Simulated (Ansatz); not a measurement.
A made-up structure of CHB$_{2}$ (charge -1), closed shell:

```
4
angstrom
B -0.4175 -0.5929 1.0369
B 1.0455 -0.1786 0.4436
C 0.0707 0.2231 -0.3998
H 1.8453 -0.2754 1.2642
```

It is relaxed with PBE-D4/def2-SVPD and then PBE0-D4/def2-TZVPD (Ansatz 0.2.0). Atoms count as bonded within 1.22 times the sum of their covalent radii (H–H: 0.88 Å). The end point is not checked to be a true minimum.

(1) Does its bonding change? (A judgement: the text doesn't fix the answer.)

Answers

(1) By the calculation: Yes. Formed: none; broken: B1–B2.

Where it ends: The first stage lowers the energy by 1.58 eV in 14 steps. It ends as CHB₂ ([B][C][BH]), total charge -1:
| atom | x (Å) | y (Å) | z (Å) |
| --- | --- | --- | --- |
| B1 | -0.9331 | -0.5383 | 0.7386 |
| B2 | 1.2016 | -0.1065 | 0.5735 |
| C3 | 0.0486 | 0.0402 | -0.1251 |
| H4 | 2.2269 | -0.2193 | 1.1580 |

Labels in which every atom is bracketed show which atoms are joined, not bond orders.

For scale, one of the runs: PBE0-D4/def2-TZVPD relaxation, 120 basis functions, launched by `ansatz run in.yaml --threads 2 --pin off --events-out ev --progress --plain --max-ram 4352MiB`. Hardware: 2 CPU threads of an Arm Neoverse V1, shared host. Wall time about 13 s.
